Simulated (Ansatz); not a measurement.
Results of PBE-D4 in Ansatz (PAW) for rutile TiO2.

Settings: plane-wave cutoff 520 eV, 8×8×12 k mesh (along the axes of the cell as run), Fermi–Dirac smearing 0.01 eV, no spin polarisation, scalar-relativistic PAW data made under PBE.

Shape and atoms are relaxed at each volume.

Pressure at four volumes; x = ln(V/10.454 Å³). One pressure is withheld.

| V (Å³/atom) | x | P (GPa) |
|---|---|---|
| 10.036 | -0.0408 | ? |
| 10.245 | -0.0202 | 4.52 |
| 10.454 | 0.0000 | 0.00 |
| 10.873 | 0.0393 | -7.49 |

Task: Pass a parabola P(x) through the three rows shown, estimate the bulk modulus and its pressure derivative near zero pressure, and predict the withheld pressure.

Result: Slopes between the rows: (0.00 − (4.52))/(0.0000 − (-0.0202)) = -223.76 and (-7.49 − (0.00))/(0.0393 − (0.0000)) = -190.59 GPa. Their difference over the span 0.0595 is c = 33.17/0.0595 = 557.5 GPa, so P(x) = 4.52 + (-223.76)(x − (-0.0202)) + 557.5 (x − (-0.0202))(x − (0.0000)). At the middle row B = −dP/dx = −[-223.76 + 557.5 × 0.0202] = 212.5 GPa, and B′ = dB/dP = 2c/B = 5.2. At x = -0.0408 the parabola gives 9.60 GPa; the run gives 9.63 GPa. The Birch–Murnaghan fit to the energies at all volumes has B0 = 212 GPa and B′ = 5.3.

Measured, for comparison: bulk modulus 212 ± 1 GPa (room temperature, no zero-point or thermal correction, adiabatic, from measured elastic constants, our sources range from 210 to 239; as tabulated in Elasticity of TiO2 rutile to 1800 K). Computed (rounded) less measured: bulk modulus not scored (sources differ).

Note: the bulk modulus comes from volumes at which shape and atoms were relaxed.

Ansatz is an electronic-structure program.
